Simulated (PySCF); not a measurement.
## Silicon: a sound run and one with changed settings

Sound run: Si [Ne] 3s2 3p2, Si⁺ [Ne] 3s2 3p1. Computed with PySCF 2.14 in x2c-TZVPall (5s5p2d1f, 37 functions), with the spin-free X2C one-electron Hamiltonian (Gaussian nucleus). The sound run starts from symmetry-adapted Hartree-Fock orbitals and uses a fine grid where one is needed.

A second run was set up differently.

```csv
species,method,sound run (hartree),changed run (hartree),converged
Si,UHF,-289.45414,-289.45414,yes
Si,B3LYP,-290.00178,-290.00200,yes
Si,M06-L,-289.95697,-289.95889,yes
Si⁺,UHF,-289.17375,-289.17375,yes
Si⁺,B3LYP,-289.70412,-289.70406,yes
Si⁺,M06-L,-289.66209,-289.66286,yes
```

Ionisation energy of Si:

| method | sound run (eV) | changed run (eV) |
| --- | --- | --- |
| UHF | 7.630 | 7.630 |
| B3LYP | 8.100 | 8.107 |
| M06-L | 8.024 | 8.055 |

Task: What was changed?
A. basis contracted for another Hamiltonian
B. minimal basis
C. all electrons correlated in a valence basis
D. angular grid far too coarse

Result: D. It used 14 angular points. A coarse angular grid integrates products of high-l functions wrongly, so density functionals can shift, and the SCF can exploit the error; Hartree-Fock and MP2 need no grid.
